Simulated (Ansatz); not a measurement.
```yaml
crystal:
  periodic: [false, false, false]
  atoms:
    - {symbol: Pt, position_ang: [0.000000, 0.000000, 0.000000]}
    - {symbol: H, position_ang: [0.000000, 0.000000, 1.670000]}
basis:
  gaussian: {orbitals: def2-TZVP}
magnetization: {spin_polarized: true, initial_magnetization: 1}
hamiltonian: {xc: pbe0}
relax: {f_tol: 0.004, max_steps: 80}
```

```sh
$ ansatz run in.yaml --threads 1 --pin off --events-out ev --progress --plain --max-ram 2176MiB
```

Steps of the relaxation (energy above the last step; positions in Å, forces in eV/Å):

```
2
step 1, 181.6 meV
Pt    0.000    0.000    0.000    0.000    0.000    2.182
H     0.000    0.000    1.670    0.000    0.000   -2.182
```

```
2
step 2, 34.9 meV
Pt    0.000    0.000    0.101    0.000    0.000   -1.328
H     0.000    0.000    1.569    0.000    0.000    1.328
```

```
2
step 3, 0.0 meV
Pt    0.000    0.000    0.074    0.000    0.000   -0.022
H     0.000    0.000    1.596    0.000    0.000    0.022
```

```
2
step 4, 0.0 meV
Pt    0.000    0.000    0.074    0.000    0.000    0.000
H     0.000    0.000    1.596    0.000    0.000    0.000
```

Close pairs at the end: Pt1–H2 1.522 Å.

A stationary point of unrestricted PBE0 after 4 steps, with ⟨S²⟩ = 0.752 against 0.75 for a pure state. 8 s on 1 thread of Intel Xeon Platinum 8488C, shared host.
